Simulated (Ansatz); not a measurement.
Rutile TiO2 was calculated with r²SCAN in Ansatz (plane waves, PAW).

Run with plane-wave cutoff 560 eV, 8×8×12 k mesh (along the axes of the cell as run), Fermi–Dirac smearing 0.01 eV, no spin polarisation, scalar-relativistic PAW data made under PBE.

Cell (measured lattice):

```xyz
6
Lattice="4.5940 0.0000 0.0000 0.0000 4.5940 0.0000 0.0000 0.0000 2.9580" Properties=species:S:1:pos:R:3 pbc="T T T"
Ti     0.0000     0.0000     0.0000
Ti     2.2970     2.2970     1.4790
O      1.4016     1.4016     0.0000
O      3.6986     0.8954     1.4790
O      0.8954     3.6986     1.4790
O      3.1924     3.1924     0.0000
```

**Question.** Give the computed band gap.

**Answer.** 
- band gap: 2.23 eV (direct)

Note: cell and atoms aren't relaxed at this level (largest force component 0.05 eV/Å).

The computed numbers hold no vibrational or temperature effects.

It cost about 40 core-seconds (a rough figure) of CPU time.

Ansatz is a program for electronic structure.
